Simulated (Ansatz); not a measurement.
# Al₂H₂ (singlet): one geometry, many settings at distance Al1–H3 = 2.603 Å

What do other methods and options give for Al₂H₂ (singlet) at this geometry, and how long do they take?

Method: the settings change from run to run; program: Ansatz 0.2.0, Gaussian basis.

20 further runs of the same task are left out: 13 that didn't finish, 7 set aside as unsound or not needed.

**1. What is computed**

The geometry derives from a PBE0/def2-TZVP stationary point (not a proven minimum). One bond is set to the value named and the two fragments are kept rigid.

4 atoms, charge 0, spin multiplicity 1.

Atoms are counted from 1 here; the program's logs count them from 0.

Bond lengths: Al1–Al2 2.635 Å, Al2–H4 1.622 Å. Angles: Al1–Al2–H4 120.2°.

**2. MP2 on RHF/6-31G**

File in.yaml:

```yaml
crystal:
  periodic: [false, false, false]
  atoms:
    - {symbol: Al, position_ang: [0.000000, -0.167624, 1.297788]}
    - {symbol: Al, position_ang: [0.000000, 0.139384, -1.318990]}
    - {symbol: H, position_ang: [0.000000, 1.913948, 2.860692]}
    - {symbol: H, position_ang: [0.000000, -1.158018, -2.293117]}
basis:
  gaussian: {orbitals: 6-31G}
magnetization: {spin_polarized: false}
correlation: {method: mp2, electrons: outside_noble_gas}
scf: {lower_state_search: light}
output: {forces: true}
```

Run with:

```bash
> ansatz run in.yaml --threads 1 --pin off --events-out ev --progress --plain --max-ram 2393MiB
```

Log:

```text
Functional definition: HF
  name "HF"
  cite "Fock, Z. Phys. 61, 126 (1930) doi:10.1007/BF01340294"
  parent pbe
  exchange = exact_x
  correlation = 0
340 factors; integrals over basis functions are off by at most 1.7e-4 eV
mean field evaluation 1: about -13190.5774 eV, gradient 1.1e1 eV
mean field evaluation 2: about -13190.5782 eV, gradient 1.1e1 eV
mean field evaluation 4: about -13191.7411 eV, gradient 9.5e-1 eV
mean field evaluation 8: about -13191.7562 eV, gradient 1.6e-3 eV
mean field evaluation 16: about -13188.2514 eV, gradient 1.8e-1 eV
mean field evaluation 32: about -13188.1813 eV, gradient 2.3e0 eV
mean field -13191.75618383 eV, -484.7880980624 hartree, gradient 3.8e-6 eV, S^2 0.000000; 3 other end points of the search recorded, 0 dependent functions left out; unrestricted orbitals would lower it
10 core orbitals not correlated: weight in the atoms' cores, before any rotation towards them, 1.000 or more for the frozen orbitals, at most 0.000 for the correlated occupied ones
reference -13191.75618383 eV, -484.7880980624 hartree; 4, 4 occupied and 16, 16 virtual orbitals, 340 factors
second order -2.07267197 eV of doubles, -0.00000000 eV of singles
the calculation of the forces begins
Total energy: -13193.82885580 eV, -484.8642673523 hartree
Atom 0 at     0.000000    -0.167624     1.297788 Å, force     0.000000     1.538532     1.873412 eV/Å
Atom 1 at     0.000000     0.139384    -1.318990 Å, force    -0.000000     0.422265    -0.339624 eV/Å
Atom 2 at     0.000000     1.913948     2.860692 Å, force    -0.000000    -1.629770    -1.262464 eV/Å
Atom 3 at     0.000000    -1.158018    -2.293117 Å, force     0.000000    -0.331027    -0.271324 eV/Å
Dipole moment:    -0.000000    -0.366830    -0.518835 e Å
```

It took 0.42 s on 1 thread of Arm Neoverse V1, shared host.

**3. MRCISD+Q(relaxed)(2,5)/6-31G**

Changes to in.yaml since step 2:

```diff
@@ -9,5 +9,3 @@
   gaussian: {orbitals: 6-31G}
-magnetization: {spin_polarized: false}
-correlation: {method: mp2, electrons: outside_noble_gas}
+correlation: {method: fic_mrcisd_q_relaxed, electrons: valence, active_space: {window: {electrons: 2, orbitals: 5}}}
 scf: {lower_state_search: light}
-output: {forces: true}
```

Launched as before.

Log, shortened:

```text
Functional definition: HF
  name "HF"
  cite "Fock, Z. Phys. 61, 126 (1930) doi:10.1007/BF01340294"
  parent pbe
[...]
340 factors; integrals over basis functions are off by at most 1.7e-4 eV
[...]
mean field -13191.75618383 eV, -484.7880980624 hartree, gradient 3.8e-6 eV, S^2 0.000000; 3 other end points of the search recorded, 0 dependent functions left out; unrestricted orbitals would lower it
reference -13191.75618383 eV, -484.7880980624 hartree; 14, 14 occupied and 16, 16 virtual orbitals, 340 factors
state -13192.73467209 eV, -484.8240568425 hartree
contracted CI cycle   1: correlation 0.00000000 eV, 0.0000000000 hartree, residual 7.39e0 eV
contracted CI cycle   2: correlation -1.96062120 eV, -0.0720515003 hartree, residual 1.81e0 eV
contracted CI cycle   3: correlation -2.12004523 eV, -0.0779102253 hartree, residual 8.28e-1 eV
[...]
contracted CI cycle   5: correlation -2.34434587 eV, -0.0861531216 hartree, residual 2.02e-1 eV
contracted CI cycle   6: correlation -2.34619895 eV, -0.0862212212 hartree, residual 9.27e-2 eV
contracted CI cycle   7: correlation -2.34659042 eV, -0.0862356072 hartree, residual 5.25e-2 eV
contracted CI cycle   8: correlation -2.34673906 eV, -0.0862410699 hartree, residual 2.86e-2 eV
contracted CI cycle   9: correlation -2.34678226 eV, -0.0862426572 hartree, residual 1.43e-2 eV
contracted CI cycle  10: correlation -2.34679124 eV, -0.0862429875 hartree, residual 6.23e-3 eV
contracted CI cycle  11: correlation -2.34679285 eV, -0.0862430464 hartree, residual 2.59e-3 eV
contracted CI cycle  12: correlation -2.34679312 eV, -0.0862430566 hartree, residual 1.01e-3 eV
state -13192.48911306 eV, -484.8150327146 hartree; corrected -13195.15729587 eV, -484.9130866245 hartree
state -13192.73467209 eV, -484.8240568425 hartree; corrected -13195.18511830 eV, -484.9141090797 hartree
Total energy: -13195.18511830 eV, -484.9141090797 hartree
```

It took 2.5 s on 1 thread of Arm Neoverse V1, shared host.

From the report: 25 determinants; active occupations 1.83, 0.17, 0.00, 0.00, 0.00.

**4. NEVPT2(4,9)/6-31G**

Changes to in.yaml since step 3:

```diff
@@ -9,3 +9,3 @@
   gaussian: {orbitals: 6-31G}
-correlation: {method: fic_mrcisd_q_relaxed, electrons: valence, active_space: {window: {electrons: 2, orbitals: 5}}}
-scf: {lower_state_search: light}
+correlation: {method: sc_nevpt2, electrons: valence, active_space: {window: {electrons: 4, orbitals: 9}, states: [{multiplicity: 1, weights: [0.5, 0.5, 0.5]}, {multiplicity: 3, weights: [1]}], root: 0}}
+scf: {lower_state_search: off}
```

The command is unchanged.

Log, shortened:

```text
Functional definition: HF
  name "HF"
  cite "Fock, Z. Phys. 61, 126 (1930) doi:10.1007/BF01340294"
  parent pbe
[...]
607 factors; integrals over basis functions are off by at most 1.9e-7 eV
[...]
mean field -13191.75621220 eV, -484.7880991048 hartree, gradient 4.6e-6 eV, S^2 0.000000; 0 other end points of the search recorded, 0 dependent functions left out
reference -13191.75621220 eV, -484.7880991048 hartree; 14, 14 occupied and 16, 16 virtual orbitals, 607 factors
state -13193.49687319 eV, -484.8520672165 hartree
state -13192.48299259 eV, -484.8148077915 hartree
state -13191.12852699 eV, -484.7650320989 hartree
state -13193.49687319 eV, -484.8520672165 hartree; corrected -13194.61435261 eV, -484.8931338276 hartree
state -13192.48299259 eV, -484.8148077915 hartree; corrected -13193.63714338 eV, -484.8572220508 hartree
state -13191.12852699 eV, -484.7650320989 hartree; corrected -13192.37635228 eV, -484.8108888324 hartree
state -13192.68561529 eV, -484.8222540386 hartree
state -13192.68561529 eV, -484.8222540386 hartree; corrected -13193.86884326 eV, -484.8657368642 hartree
Total energy: -13194.61435261 eV, -484.8931338276 hartree
Checks for a lower state left out: stability, starts, cluster_reference, orbital_swaps, neighbouring_geometries, increment
```

Wall time 2.9 s (1 thread of Arm Neoverse V1, shared host).

From the report: 680 determinants; active occupations (of the averaged states) 1.69, 1.18, 0.76, 0.25, 0.06, 0.05, 0.01, 0.00, 0.00.

**5. MRCISD+Q(relaxed)(4,2)/6-31G**

File in.yaml:

```yaml
crystal:
  periodic: [false, false, false]
  atoms:
    - {symbol: Al, position_ang: [0.000000, -0.167624, 1.297788]}
    - {symbol: Al, position_ang: [0.000000, 0.139384, -1.318990]}
    - {symbol: H, position_ang: [0.000000, 1.913948, 2.860692]}
    - {symbol: H, position_ang: [0.000000, -1.158018, -2.293117]}
basis:
  gaussian: {orbitals: 6-31G}
correlation: {method: fic_mrcisd_q_relaxed, electrons: valence, active_space: {window: {electrons: 4, orbitals: 2}}}
scf: {lower_state_search: off}
```

Same command.

Log, shortened:

```text
Functional definition: HF
  name "HF"
  cite "Fock, Z. Phys. 61, 126 (1930) doi:10.1007/BF01340294"
  parent pbe
[...]
340 factors; integrals over basis functions are off by at most 1.7e-4 eV
[...]
mean field -13191.75618383 eV, -484.7880980624 hartree, gradient 3.8e-6 eV, S^2 0.000000; 0 other end points of the search recorded, 0 dependent functions left out
reference -13191.75618383 eV, -484.7880980624 hartree; 14, 14 occupied and 16, 16 virtual orbitals, 340 factors
state -13191.75618383 eV, -484.7880980624 hartree
contracted CI cycle   1: correlation 0.00000000 eV, 0.0000000000 hartree, residual 8.49e0 eV
contracted CI cycle   2: correlation -2.60431122 eV, -0.0957066719 hartree, residual 2.11e0 eV
contracted CI cycle   3: correlation -2.84992742 eV, -0.1047329009 hartree, residual 9.12e-1 eV
contracted CI cycle   4: correlation -2.88853221 eV, -0.1061516006 hartree, residual 3.50e-1 eV
contracted CI cycle   5: correlation -2.89408398 eV, -0.1063556244 hartree, residual 1.40e-1 eV
contracted CI cycle   6: correlation -2.89496794 eV, -0.1063881094 hartree, residual 6.63e-2 eV
contracted CI cycle   7: correlation -2.89517841 eV, -0.1063958442 hartree, residual 3.34e-2 eV
contracted CI cycle   8: correlation -2.89523497 eV, -0.1063979226 hartree, residual 1.79e-2 eV
contracted CI cycle   9: correlation -2.89524910 eV, -0.1063984418 hartree, residual 8.29e-3 eV
contracted CI cycle  10: correlation -2.89525171 eV, -0.1063985378 hartree, residual 3.50e-3 eV
contracted CI cycle  11: correlation -2.89525213 eV, -0.1063985533 hartree, residual 1.51e-3 eV
contracted CI cycle  12: correlation -2.89525221 eV, -0.1063985564 hartree, residual 7.17e-4 eV
state -13191.75618383 eV, -484.7880980624 hartree; corrected -13195.18002300 eV, -484.9139218310 hartree
WARN: 2 active orbitals are nearly empty or full. The corrections depend on them more than the energy does, and are more stable in an active space without them
Total energy: -13195.18002300 eV, -484.9139218310 hartree
Checks for a lower state left out: stability, starts, cluster_reference, orbital_swaps, neighbouring_geometries, increment
```

It took 0.39 s on 1 thread of Arm Neoverse V1, shared host.

From the report: 1 determinant; active occupations 2.00, 2.00. The report marks this result as in doubt.

**6. CCSD(T) on RHF/6-31++G****

Changes to in.yaml since step 5:

```diff
@@ -8,4 +8,5 @@
 basis:
-  gaussian: {orbitals: 6-31G}
-correlation: {method: fic_mrcisd_q_relaxed, electrons: valence, active_space: {window: {electrons: 4, orbitals: 2}}}
+  gaussian: {orbitals: "6-31++G**"}
+magnetization: {spin_polarized: false}
+correlation: {method: ccsd_t, electrons: outside_noble_gas, diis_vectors: 4}
 scf: {lower_state_search: off}
```

The command is unchanged.

Log, shortened:

```text
Functional definition: HF
  name "HF"
  cite "Fock, Z. Phys. 61, 126 (1930) doi:10.1007/BF01340294"
  parent pbe
[...]
474 factors; integrals over basis functions are off by at most 1.0e-3 eV
[...]
mean field -13192.40241597 eV, -484.8118466555 hartree, gradient 2.4e-6 eV, S^2 0.000000; 0 other end points of the search recorded, 0 dependent functions left out
10 core orbitals not correlated: weight in the atoms' cores, before any rotation towards them, 1.000 or more for the frozen orbitals, at most 0.000 for the correlated occupied ones
reference -13192.40241597 eV, -484.8118466555 hartree; 4, 4 occupied and 44, 44 virtual orbitals, 474 factors
second order -3.11119497 eV of doubles, -0.00000000 eV of singles
cycle   1  -3.77279115 eV  change   -6.6e-1 eV  update   1.1e-1
[...]
cycle  15  -4.28398103 eV  change   -2.0e-6 eV  update   6.0e-6
perturbative correction -0.19181703 eV, -0.0070491460 hartree
Total energy: -13196.87821404 eV, -484.9763292007 hartree
Checks for a lower state left out: stability, starts, cluster_reference, orbital_swaps, neighbouring_geometries, increment
```

Run time: 0.45 s. Hardware: 1 thread of Arm Neoverse V1, shared host.

From the report: correlation -4.4758 eV; T1 0.042; largest double amplitude 0.17.

**7. CCSD(T) on UHF/6-31G**

File in.yaml:

```yaml
crystal:
  periodic: [false, false, false]
  atoms:
    - {symbol: Al, position_ang: [0.000000, -0.167624, 1.297788]}
    - {symbol: Al, position_ang: [0.000000, 0.139384, -1.318990]}
    - {symbol: H, position_ang: [0.000000, 1.913948, 2.860692]}
    - {symbol: H, position_ang: [0.000000, -1.158018, -2.293117]}
basis:
  gaussian: {orbitals: 6-31G, fitting: {mean_field: def2-universal-jkfit}}
magnetization: {spin_polarized: true, initial_magnetization: 0}
correlation: {method: ccsd_t, electrons: outside_noble_gas}
scf: {omitted_lower_state_checks: [cluster_reference]}
```

Same command.

Log, shortened:

```text
Functional definition: HF
  name "HF"
  cite "Fock, Z. Phys. 61, 126 (1930) doi:10.1007/BF01340294"
  parent pbe
[...]
292 factors; integrals over basis functions are off by at most 1.5e-1 eV
[...]
mean field -13192.34128305 eV, -484.8096000621 hartree, gradient 6.1e-6 eV, S^2 1.057745; 19 other end points of the search recorded, 0 dependent functions left out
10 core orbitals not correlated: weight in the atoms' cores, before any rotation towards them, 1.000 or more for the frozen orbitals, at most 0.000 for the correlated occupied ones
reference -13192.34128305 eV, -484.8096000621 hartree; 4, 4 occupied and 16, 16 virtual orbitals, 292 factors
second order -1.34039720 eV of doubles, -0.00000000 eV of singles
cycle   1  -1.77224239 eV  change   -4.3e-1 eV  update   9.1e-2
[...]
cycle  20  -2.57376977 eV  change    2.4e-6 eV  update   4.8e-6
perturbative correction -0.10730093 eV, -0.0039432363 hartree
Total energy: -13195.02235375 eV, -484.9081275930 hartree
Checks for a lower state left out: cluster_reference
```

Run time: 1.4 s. Hardware: 1 thread of Arm Neoverse V1, shared host.

From the report: ⟨S²⟩ of the determinant 1.058 (pure singlet: 0.00); correlation -2.6811 eV; T1 0.125; largest double amplitude 0.16. The determinant is far from a pure spin state, so its energy mixes those of several spin states (harmless only where they are near-degenerate, as at dissociation).

**8. BCCD on RHF/6-31G**

File in.yaml:

```yaml
crystal:
  periodic: [false, false, false]
  atoms:
    - {symbol: Al, position_ang: [0.000000, -0.167624, 1.297788]}
    - {symbol: Al, position_ang: [0.000000, 0.139384, -1.318990]}
    - {symbol: H, position_ang: [0.000000, 1.913948, 2.860692]}
    - {symbol: H, position_ang: [0.000000, -1.158018, -2.293117]}
basis:
  gaussian: {orbitals: 6-31G}
magnetization: {spin_polarized: false}
correlation: {method: bccd, electrons: outside_noble_gas}
```

Launched as before.

Log, shortened:

```text
Functional definition: HF
  name "HF"
  cite "Fock, Z. Phys. 61, 126 (1930) doi:10.1007/BF01340294"
  parent pbe
[...]
340 factors; integrals over basis functions are off by at most 1.7e-4 eV
[...]
mean field -13191.75618383 eV, -484.7880980624 hartree, gradient 3.8e-6 eV, S^2 0.000000; 3 other end points of the search recorded, 0 dependent functions left out; unrestricted orbitals would lower it
determinant -13191.75618383 eV, -484.7880980624 hartree, with singles and doubles -13194.97692272 eV, -484.9064580334 hartree
determinant -13188.25207543 eV, -484.6593244536 hartree, with singles and doubles -13192.23362273 eV, -484.8056436182 hartree
10 core orbitals not correlated: weight in the atoms' cores, before any rotation towards them, 1.000 or more for the frozen orbitals, at most 0.000 for the correlated occupied ones
reference -13191.75618383 eV, -484.7880980624 hartree; 4, 4 occupied and 16, 16 virtual orbitals, 340 factors
second order -2.07267197 eV of doubles, -0.00000000 eV of singles
cycle   1  -3.21968590 eV  change    1.1e-3 eV  update   2.6e-2
[...]
cycle  11  -3.20659831 eV  change    3.9e-6 eV  update   7.5e-6
Total energy: -13194.96278214 eV, -484.9059383768 hartree
```

It took 0.48 s on 1 thread of Arm Neoverse V1, shared host.

From the report: correlation -3.2066 eV; largest double amplitude 0.20.

**9. BCCD/6-31G**

Changes to in.yaml since step 8:

```diff
@@ -10,2 +10,3 @@
 magnetization: {spin_polarized: false}
+hamiltonian: {xc: {name: B3LYP}}
 correlation: {method: bccd, electrons: outside_noble_gas}
```

Same command.

Log, shortened:

```text
Functional definition: B3LYP
  name "B3LYP"
  cite "Stephens, Devlin, Chabalowski & Frisch, J. Phys. Chem. 98, 11623 (1994) doi:10.1021/j100096a001"
  cite "Becke, Phys. Rev. A 38, 3098 (1988) doi:10.1103/PhysRevA.38.3098"
  cite "Lee, Yang & Parr, Phys. Rev. B 37, 785 (1988) doi:10.1103/PhysRevB.37.785"
  cite "Vosko, Wilk & Nusair, Can. J. Phys. 58, 1200 (1980) doi:10.1139/p80-159"
[...]
340 factors; integrals over basis functions are off by at most 1.7e-4 eV
[...]
mean field -13222.33229128 eV, -485.9117492859 hartree, gradient 5.3e-6 eV, S^2 0.000000; 0 other end points of the search recorded, 0 dependent functions left out
10 core orbitals not correlated: weight in the atoms' cores, before any rotation towards them, 1.000 or more for the frozen orbitals, at most 0.000 for the correlated occupied ones
reference -13191.40430595 eV, -484.7751667888 hartree; 4, 4 occupied and 16, 16 virtual orbitals, 340 factors
second order -2.35075840 eV of doubles, -0.20092348 eV of singles
cycle   1  -3.05087544 eV  change   -5.1e-1 eV  update   1.1e-1
[...]
cycle  13  -3.48209956 eV  change   -3.0e-6 eV  update   8.2e-6
Total energy: -13194.88640551 eV, -484.9031315874 hartree
```

Run time: 1.2 s. Hardware: 1 thread of Arm Neoverse V1, shared host.

From the report: correlation -3.4821 eV; largest double amplitude 0.20.

**10. MRCISD+Q(8,5)/6-31G**

Changes to in.yaml since step 9:

```diff
@@ -9,4 +9,3 @@
   gaussian: {orbitals: 6-31G}
-magnetization: {spin_polarized: false}
-hamiltonian: {xc: {name: B3LYP}}
-correlation: {method: bccd, electrons: outside_noble_gas}
+correlation: {method: fic_mrcisd_q, electrons: valence, active_space: {window: {electrons: 8, orbitals: 5}}}
+scf: {lower_state_search: light}
```

Launched as before.

Log, shortened:

```text
Functional definition: HF
  name "HF"
  cite "Fock, Z. Phys. 61, 126 (1930) doi:10.1007/BF01340294"
  parent pbe
[...]
340 factors; integrals over basis functions are off by at most 1.7e-4 eV
[...]
mean field -13191.75618383 eV, -484.7880980624 hartree, gradient 3.8e-6 eV, S^2 0.000000; 3 other end points of the search recorded, 0 dependent functions left out; unrestricted orbitals would lower it
reference -13191.75618383 eV, -484.7880980624 hartree; 14, 14 occupied and 16, 16 virtual orbitals, 340 factors
state -13192.73352524 eV, -484.8240146968 hartree
contracted CI cycle   1: correlation 0.00000000 eV, 0.0000000000 hartree, residual 7.44e0 eV
contracted CI cycle   2: correlation -1.96684369 eV, -0.0722801724 hartree, residual 2.00e0 eV
contracted CI cycle   3: correlation -2.12949573 eV, -0.0782575245 hartree, residual 9.53e-1 eV
[...]
contracted CI cycle   4: correlation -2.38570985 eV, -0.0876732199 hartree, residual 3.09e-1 eV
contracted CI cycle   5: correlation -2.38986063 eV, -0.0878257584 hartree, residual 1.19e-1 eV
contracted CI cycle   6: correlation -2.39045006 eV, -0.0878474192 hartree, residual 4.02e-2 eV
contracted CI cycle   7: correlation -2.39052056 eV, -0.0878500102 hartree, residual 1.60e-2 eV
contracted CI cycle   8: correlation -2.39053243 eV, -0.0878504463 hartree, residual 6.24e-3 eV
contracted CI cycle   9: correlation -2.39053432 eV, -0.0878505161 hartree, residual 2.82e-3 eV
contracted CI cycle  10: correlation -2.39053471 eV, -0.0878505304 hartree, residual 1.33e-3 eV
contracted CI cycle  11: correlation -2.39053479 eV, -0.0878505331 hartree, residual 5.22e-4 eV
state -13192.40074312 eV, -484.8117851791 hartree; corrected -13195.11453693 eV, -484.9115152624 hartree
state -13192.73352524 eV, -484.8240146968 hartree; corrected -13195.17841556 eV, -484.9138627585 hartree
Total energy: -13195.17841556 eV, -484.9138627585 hartree
```

Wall time 0.87 s (1 thread of Arm Neoverse V1, shared host).

From the report: 25 determinants; active occupations 2.00, 2.00, 2.00, 1.83, 0.17.

**11. The runs in one table**

Where basis and cores are those of an earlier FCI/6-31G run (-13195.1253 eV), and the state is the same kind, the miss against it is given. † marks a result that the program doubts.

| level | correlated | functions | energy (eV) | from FCI (meV) | time |
| --- | --- | --- | --- | --- | --- |
| MP2 on RHF/6-31G | outside noble gas | 30 | -13193.8289 | 1296.4 | 0.42 s |
| MRCISD+Q(relaxed)(2,5)/6-31G | valence | 30 | -13195.1851 |  | 2.5 s |
| NEVPT2(4,9)/6-31G (lowest root of an average) | valence | 30 | -13194.6144 |  | 2.9 s |
| MRCISD+Q(relaxed)(4,2)/6-31G † | valence | 30 | -13195.1800 |  | 0.39 s |
| CCSD(T) on RHF/6-31++G** | outside noble gas | 58 | -13196.8782 |  | 0.45 s |
| CCSD(T) on UHF/6-31G | outside noble gas | 30 | -13195.0224 | 103.0 | 1.4 s |
| BCCD on RHF/6-31G | outside noble gas | 30 | -13194.9628 | 162.5 | 0.48 s |
| BCCD/6-31G (on B3LYP orbitals) | outside noble gas | 30 | -13194.8864 | 238.9 | 1.2 s |
| MRCISD+Q(8,5)/6-31G | valence | 30 | -13195.1784 |  | 0.87 s |

**12. Outcome**

```
quantity                                                 value
    runs                                                     9
quickest                MRCISD+Q(relaxed)(4,2)/6-31G †, 0.39 s
 slowest  NEVPT2(4,9)/6-31G (lowest root of an average), 2.9 s
```

Total energies in different bases, with other cores or another treatment of relativity can't be set against each other. NEVPT2(4,9)/6-31G (lowest root of an average) took 7 times as long as MRCISD+Q(relaxed)(4,2)/6-31G †; the jobs differ in more than the method. Among the correlated runs with a miss given, it spans +103 to +1296 meV. Cores frozen from Kohn-Sham orbitals shift the total energy.
